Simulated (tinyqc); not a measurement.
Worked calculation: RHF in the sto-6g basis, for OH-, spin multiplicity 1. The basis has no diffuse functions, so it cannot describe the extra electron: this is an exercise in the method, not the real anion. One step of it, computed by the program tinyqc.

Task: Iteration 2: diagonalisation and new density. Diagonalise F' = X^T F X, C = X C', fill 5 alpha and 5 beta electrons from the bottom; D = 2 C_occ C_occ^T. Each column has its largest component positive (the first on a tie).

extrapolated F (hartree):
```
             1O 1s      1O 2s     1O 2px     1O 2py     1O 2pz      2H 1s
1O 1s   -19.309604  -4.716303  -0.010894  -0.006144  -0.011417  -0.853995
1O 2s    -4.716303  -1.458463   0.017705   0.009985  -0.094337  -0.564862
1O 2px   -0.010894   0.017705   0.462932   0.026592  -0.008591  -0.036070
1O 2py   -0.006144   0.009985   0.026592   0.430777  -0.004845  -0.020342
1O 2pz   -0.011417  -0.094337  -0.008591  -0.004845   0.398093  -0.241741
2H 1s    -0.853995  -0.564862  -0.036070  -0.020342  -0.241741   0.032177
```

X:
```
            1O 1s      1O 2s    1O 2px    1O 2py     1O 2pz      2H 1s
1O 1s    1.021695  -0.127066  0.000000  0.000000  -0.006335   0.019223
1O 2s   -0.127066   1.099446  0.000000  0.000000   0.066984  -0.248517
1O 2px   0.000000   0.000000  1.000000  0.000000   0.000000   0.000000
1O 2py   0.000000   0.000000  0.000000  1.000000   0.000000   0.000000
1O 2pz  -0.006335   0.066984  0.000000  0.000000   1.057095  -0.212537
2H 1s    0.019223  -0.248517  0.000000  0.000000  -0.212537   1.133329
```

Give: F' = X^T F X; orbital energies; coefficients C; D after iteration 2.

Result:

F' = X^T F X (hartree):
```
          1        2        3        4        5        6
1  -18.9862  -2.4746  -0.0140  -0.0079  -0.0273  -0.1177
2   -2.4746  -0.5041   0.0292   0.0165   0.0553  -0.4372
3   -0.0140   0.0292   0.4629   0.0266  -0.0002  -0.0437
4   -0.0079   0.0165   0.0266   0.4308  -0.0001  -0.0246
5   -0.0273   0.0553  -0.0002  -0.0001   0.5522  -0.4218
6   -0.1177  -0.4372  -0.0437  -0.0246  -0.4218   0.3947
```

orbital energies (hartree): MO1 -19.3134, MO2 -0.4239, MO3 0.1944, MO4 0.4158, MO5 0.4809, MO6 0.9965

coefficients C:
```
            MO1      MO2      MO3      MO4      MO5      MO6
1O 1s    0.9965  -0.2136  -0.1210   0.0000  -0.0130   0.0840
1O 2s    0.0155   0.8116   0.5996   0.0000   0.0514  -0.5197
1O 2px   0.0005  -0.0037  -0.1318  -0.4912   0.8579  -0.0731
1O 2py   0.0003  -0.0021  -0.0743   0.8710   0.4838  -0.0412
1O 2pz   0.0018   0.1293  -0.5922   0.0000  -0.1653  -0.8788
2H 1s   -0.0036   0.3395  -0.5639   0.0000  -0.0018   0.9790
```

D after iteration 2:
```
          1O 1s    1O 2s   1O 2px   1O 2py   1O 2pz    2H 1s
1O 1s    2.1067  -0.4622   0.0123   0.0069   0.0961  -0.0157
1O 2s   -0.4622   2.0422  -0.0759  -0.0428  -0.5173  -0.1255
1O 2px   0.0123  -0.0759   1.9893  -0.0060  -0.1284   0.1430
1O 2py   0.0069  -0.0428  -0.0060   1.9966  -0.0724   0.0807
1O 2pz   0.0961  -0.5173  -0.1284  -0.0724   0.7896   0.7562
2H 1s   -0.0157  -0.1255   0.1430   0.0807   0.7562   0.8664
```
